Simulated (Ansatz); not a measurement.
# SiClF+ (doublet): the correlation ladder, cc-pVDZ

How much of the correlation energy of SiClF+ (doublet) does each wave-function method recover here?

Program: Ansatz 0.2.0, Gaussian basis. Level of theory: cc-pVDZ, core rule «outside noble gas», up to 11 orbitals frozen. These are calculated values, not measurements.

The runs, in order: UHF; CCSD(T) on ROHF; CCSD(T) on UHF; BCCD(T) on ROHF; CISD; CCSDT(Q) on ROHF; CCSDT(Q) on UHF.

35 further runs of the same task are left out: 17 for a known fault of the program, 8 that didn't finish, 10 set aside as unsound or not needed.

## Step 1: The geometry

The geometry is a PBE0/def2-TZVP stationary point (not a proven minimum) of the parent state, kept for this charge and spin.

3 atoms, charge 1, spin multiplicity 2.

Atoms are counted from 1 here; the program's logs count them from 0.

Bond lengths: Cl1–Si2 2.041 Å, Si2–F3 1.602 Å. Angles: Cl1–Si2–F3 116.3°.

## Step 2: UHF

in.yaml

```yaml
crystal:
  periodic: [false, false, false]
  atoms:
    - {symbol: Cl, position_ang: [0.000000, -0.165216, 1.357873]}
    - {symbol: Si, position_ang: [0.000000, 0.563381, -0.548185]}
    - {symbol: F, position_ang: [0.000000, -0.524541, -1.723546]}
basis:
  gaussian: {orbitals: cc-pVDZ}
total_charge: 1
magnetization: {spin_polarized: true, initial_magnetization: 1}
hamiltonian: {xc: hf}
output: {orbitals: {seedname: orbitals}}
```

Launch:

```bash
$ ansatz run in.yaml --threads 1 --pin off --events-out ev --progress --plain --max-ram 2393MiB
```

The runs that follow: CCSD(T) on ROHF; CCSD(T) on UHF; BCCD(T) on ROHF; CISD; CCSDT(Q) on ROHF; CCSDT(Q) on UHF.

Before running them: what should the planned runs give, taken together? Wanted: UCCSDT(Q) below the RHF energy; RMP2 from UCCSDT(Q); UMP2 from UCCSDT(Q); RCCSD from UCCSDT(Q); RCCSD(T) from UCCSDT(Q); UCCSD(T) from UCCSDT(Q); RCCSDT(Q) from UCCSDT(Q); T1 diagnostic.

The runs gave:

| quantity | value |
| --- | --- |
| UCCSDT(Q) below the RHF energy | -11.3359 eV |
| RMP2 from UCCSDT(Q) | +836.9 meV |
| UMP2 from UCCSDT(Q) | +830.3 meV |
| RCCSD from UCCSDT(Q) | +360.3 meV |
| RCCSD(T) from UCCSDT(Q) | +62.2 meV |
| UCCSD(T) from UCCSDT(Q) | +62.2 meV |
| RCCSDT(Q) from UCCSDT(Q) | +8.1 meV |
| levels within 1 kcal/mol (43 meV) | RCCSDT, UCCSDT, RCCSDT(Q) |
| T1 diagnostic | 0.027 |

In words: RCCSD(T) misses by +62.2 meV, 0.5 % of the correlation energy. These misses are within one basis, not against nature; the frozen cores of restricted and unrestricted runs differ, which can shift their rows.
